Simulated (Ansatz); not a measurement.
Born–Oppenheimer molecular dynamics of C3H6ClF (11 atoms, charge 0, multiplicity 1). It starts at the highest image of a converged band. Of that band: The profile has 2 maxima (images 2, 5) with wells between them (image 3): this band takes more than one step, which may be the mechanism or a detour left from its start path. Neighbouring images differ by up to 3.1 eV, so the band resolves the path poorly. A vibrational analysis at the climbing image gives one clearly imaginary mode, 1855i cm⁻¹: a first-order saddle point.

The calculation used UKS B3LYP/STO-3G (Ansatz).

```yaml
ensemble: NVE (velocity Verlet)
time_step: 0.5 fs
steps_asked: 200
starting_velocities_drawn_for: 100 K
seed: 11538
```

Frames 5 fs apart, positions in Å, forces in eV/Å.

Velocities at 30.0 fs (Å/ps):

```
Cl -7.60 -9.25 5.93
C 9.04 13.51 -10.55
C -2.57 0.43 -0.40
H 6.09 21.25 -50.30
C 7.87 10.44 -14.60
F 1.15 -0.29 5.53
H 7.76 32.31 -11.03
H 52.28 -9.49 33.51
H 4.94 7.97 17.92
H 3.19 0.13 8.43
H 0.61 -11.73 -6.87
```

```xyz
11
Properties=species:S:1:pos:R:3:forces:R:3 time_fs=30.0 energy_less_start_eV=-1.186 T=1117
Cl -1.138 -1.482 1.699 -0.43 -0.54 0.43
C -0.167 0.662 -0.098 3.08 1.00 1.29
C -0.461 -0.237 -1.254 -0.34 -0.19 -1.04
H -0.847 1.482 0.159 -0.27 -0.01 -0.11
C 1.056 0.642 0.561 -2.00 -1.00 0.02
F 1.291 1.379 1.686 0.17 0.74 0.12
H 1.766 -0.217 0.508 0.04 0.26 -0.72
H 0.141 -1.133 1.876 0.03 0.02 0.02
H 0.073 -1.201 -1.203 0.02 0.14 0.04
H -1.538 -0.430 -1.280 -0.30 -0.27 -0.11
H -0.204 0.260 -2.213 0.01 -0.16 0.06
11
Properties=species:S:1:pos:R:3:forces:R:3 time_fs=35.0 energy_less_start_eV=-1.166 T=1101
Cl -1.171 -1.528 1.731 1.69 0.11 0.66
C -0.101 0.739 -0.145 -0.71 0.73 -1.43
C -0.473 -0.236 -1.264 0.32 -0.10 0.05
H -0.824 1.577 -0.069 0.40 -0.32 0.78
C 1.076 0.694 0.498 0.32 0.07 2.69
F 1.298 1.381 1.711 0.04 -0.04 -1.54
H 1.850 -0.096 0.362 -0.26 0.07 -0.38
H 0.180 -1.233 2.009 -1.91 -0.38 -0.39
H 0.096 -1.165 -1.120 -0.14 -0.19 -0.23
H -1.561 -0.457 -1.248 0.38 0.06 0.01
H -0.207 0.185 -2.246 -0.12 -0.01 -0.22
11
Properties=species:S:1:pos:R:3:forces:R:3 time_fs=40.0 energy_less_start_eV=-1.135 T=1074
Cl -1.200 -1.575 1.766 -2.39 -0.54 -0.48
C -0.040 0.827 -0.217 -1.09 -0.55 -1.52
C -0.476 -0.235 -1.276 1.57 0.50 -0.05
H -0.755 1.637 -0.127 -0.43 0.34 0.85
C 1.098 0.745 0.482 0.44 -0.11 1.43
F 1.305 1.383 1.718 0.25 -0.15 -1.67
H 1.887 0.031 0.147 -0.09 -0.01 0.65
H 0.017 -1.376 2.114 2.27 0.41 0.64
H 0.089 -1.161 -1.085 -0.05 -0.05 -0.18
H -1.542 -0.477 -1.213 -0.26 0.23 0.17
H -0.240 0.100 -2.308 -0.20 -0.06 0.17
11
Properties=species:S:1:pos:R:3:forces:R:3 time_fs=45.0 energy_less_start_eV=-0.948 T=915
Cl -1.237 -1.624 1.800 2.54 0.21 1.04
C -0.001 0.910 -0.312 0.25 0.17 1.82
C -0.454 -0.226 -1.287 0.00 0.62 0.05
H -0.733 1.708 -0.013 0.17 -0.92 -0.35
C 1.124 0.794 0.491 -1.65 -0.70 -2.35
F 1.315 1.384 1.705 0.35 0.53 -0.30
H 1.918 0.147 0.061 0.33 -0.27 0.96
H 0.120 -1.459 2.281 -2.61 -0.29 -0.93
H 0.075 -1.171 -1.089 0.19 0.15 0.09
H -1.538 -0.440 -1.144 0.40 0.28 0.07
H -0.313 0.011 -2.355 0.05 0.21 -0.09
11
Properties=species:S:1:pos:R:3:forces:R:3 time_fs=50.0 energy_less_start_eV=-0.876 T=854
Cl -1.264 -1.673 1.838 -3.78 -0.37 -1.53
C 0.044 0.989 -0.379 0.79 -1.64 1.55
C -0.427 -0.203 -1.300 0.24 1.10 -0.14
H -0.722 1.634 0.053 -0.64 0.33 -0.38
C 1.124 0.831 0.461 0.30 -0.75 -1.43
F 1.329 1.391 1.687 -0.27 0.85 -0.05
H 2.003 0.199 0.176 -0.46 -0.17 0.00
H -0.122 -1.581 2.329 3.73 0.32 1.60
H 0.100 -1.145 -1.077 0.16 0.24 0.06
H -1.486 -0.350 -1.056 -0.26 -0.18 0.01
H -0.379 -0.036 -2.397 0.19 0.27 0.29
11
Properties=species:S:1:pos:R:3:forces:R:3 time_fs=55.0 energy_less_start_eV=-0.679 T=685
Cl -1.303 -1.724 1.872 2.61 0.07 1.38
C 0.095 1.042 -0.415 -2.35 -1.37 0.15
C -0.399 -0.159 -1.311 -0.08 0.81 0.71
H -0.783 1.591 0.007 0.82 0.38 -0.49
C 1.129 0.855 0.408 2.19 -0.04 2.23
F 1.339 1.408 1.667 -0.73 0.75 -0.75
H 2.010 0.193 0.289 -0.31 -0.50 -1.12
H -0.002 -1.668 2.530 -2.64 -0.10 -1.33
H 0.162 -1.071 -1.055 0.04 0.01 -0.22
H -1.449 -0.294 -0.976 0.29 -0.29 -0.37
H -0.402 -0.018 -2.400 0.16 0.28 -0.18
11
Properties=species:S:1:pos:R:3:forces:R:3 time_fs=60.0 energy_less_start_eV=-0.959 T=925
Cl -1.331 -1.774 1.912 -3.15 -0.05 -1.80
C 0.112 1.065 -0.444 -0.03 -1.03 1.04
C -0.368 -0.100 -1.314 0.52 -0.09 -0.48
H -0.730 1.671 -0.127 -0.01 1.03 0.18
C 1.170 0.875 0.389 0.01 -0.45 0.42
F 1.342 1.435 1.639 0.03 0.48 -0.78
H 1.942 0.092 0.179 -0.24 0.25 -0.09
H -0.247 -1.766 2.545 3.13 0.03 1.83
H 0.235 -0.990 -1.083 0.03 -0.08 -0.36
H -1.387 -0.304 -0.967 -0.33 -0.21 -0.21
H -0.388 0.061 -2.411 0.04 0.12 0.25
11
Properties=species:S:1:pos:R:3:forces:R:3 time_fs=65.0 energy_less_start_eV=-0.971 T=936
Cl -1.368 -1.824 1.947 2.09 -0.09 1.44
C 0.121 1.075 -0.451 0.47 1.63 2.44
C -0.332 -0.043 -1.324 -0.44 -1.12 -0.97
H -0.610 1.912 -0.253 0.72 -0.83 -0.13
C 1.211 0.888 0.378 -2.50 -0.63 -1.77
F 1.345 1.468 1.602 0.90 0.45 -0.12
H 1.834 0.028 0.048 0.61 0.13 1.04
H -0.178 -1.863 2.752 -2.11 0.08 -1.42
H 0.317 -0.923 -1.188 0.02 0.04 -0.10
H -1.357 -0.356 -1.016 0.32 0.16 -0.14
H -0.365 0.178 -2.399 -0.08 0.20 -0.27
11
Properties=species:S:1:pos:R:3:forces:R:3 time_fs=70.0 energy_less_start_eV=-1.167 T=1101
Cl -1.398 -1.875 1.986 -1.19 0.06 -0.89
C 0.140 1.106 -0.418 -0.19 -0.38 -1.11
C -0.300 -0.004 -1.355 0.20 0.30 -1.50
H -0.387 2.050 -0.387 -0.83 0.26 0.38
C 1.211 0.888 0.342 0.00 -0.68 1.53
F 1.359 1.507 1.561 1.04 0.44 -0.41
H 1.843 -0.003 0.130 0.10 0.09 0.58
H -0.366 -1.945 2.776 1.17 -0.07 0.90
H 0.403 -0.851 -1.317 -0.01 0.05 0.08
H -1.294 -0.385 -1.088 -0.26 0.00 0.22
H -0.357 0.331 -2.413 -0.05 -0.07 0.22
11
Properties=species:S:1:pos:R:3:forces:R:3 time_fs=75.0 energy_less_start_eV=-1.093 T=1038
Cl -1.433 -1.925 2.023 1.06 -0.14 0.94
C 0.151 1.137 -0.404 -1.14 -0.42 -2.81
C -0.268 0.038 -1.410 -0.28 0.82 -0.04
H -0.296 2.155 -0.436 -0.32 -0.84 0.46
C 1.209 0.874 0.335 1.18 -0.30 3.37
F 1.386 1.552 1.517 0.90 0.93 0.07
H 1.874 -0.017 0.336 -0.43 -0.23 -0.64
H -0.395 -2.042 2.938 -1.07 0.13 -0.94
H 0.486 -0.765 -1.433 -0.11 0.06 0.00
H -1.250 -0.401 -1.126 0.31 0.14 -0.06
H -0.366 0.475 -2.412 -0.10 -0.15 -0.37
11
Properties=species:S:1:pos:R:3:forces:R:3 time_fs=80.0 energy_less_start_eV=-1.322 T=1235
Cl -1.465 -1.976 2.061 0.51 -0.09 0.51
C 0.150 1.154 -0.438 2.50 -1.78 0.35
C -0.239 0.098 -1.472 -0.11 0.86 -0.47
H -0.311 2.139 -0.387 -0.47 0.08 0.13
C 1.221 0.856 0.383 -2.31 0.07 -0.68
F 1.424 1.609 1.474 0.98 1.32 1.33
H 1.822 -0.080 0.417 -0.25 -0.09 -0.60
H -0.501 -2.122 3.016 -0.51 0.08 -0.50
H 0.548 -0.668 -1.548 -0.04 0.02 -0.06
H -1.172 -0.397 -1.169 -0.25 -0.13 -0.08
H -0.393 0.573 -2.462 -0.03 -0.34 0.08
11
Properties=species:S:1:pos:R:3:forces:R:3 time_fs=85.0 energy_less_start_eV=-1.487 T=1376
Cl -1.497 -2.028 2.100 -0.34 0.06 -0.38
C 0.189 1.145 -0.467 0.93 0.38 1.48
C -0.214 0.169 -1.541 -0.29 -1.04 -0.19
H -0.401 2.079 -0.311 0.44 -0.53 -0.24
C 1.194 0.837 0.424 -2.01 0.13 -1.63
F 1.474 1.681 1.446 0.62 0.13 0.69
H 1.713 -0.150 0.370 0.24 0.45 0.20
H -0.631 -2.203 3.090 0.33 -0.06 0.38
H 0.597 -0.565 -1.678 -0.08 -0.04 -0.10
H -1.118 -0.404 -1.235 0.15 0.19 -0.12
H -0.432 0.616 -2.519 0.01 0.34 -0.09
```

Of the whole run (100 fs, mean temperature of the second half 1047 K): The conserved energy stayed within 0.27 meV per atom of its start (net change 0.089 meV per atom), so the integration is sound. The system heated up, since it started high on the potential surface and ran downhill. A run of 0.1 ps of so small a system gives no equilibrium averages. The orbitals stay closed-shell, which can raise the energy where a bond breaks towards radicals; this wasn't checked here. Limits of this set-up: minimal basis.

Run time: 8.7 min on 1 thread of Arm Neoverse V2, on a shared host, peak memory 0.14 GiB.
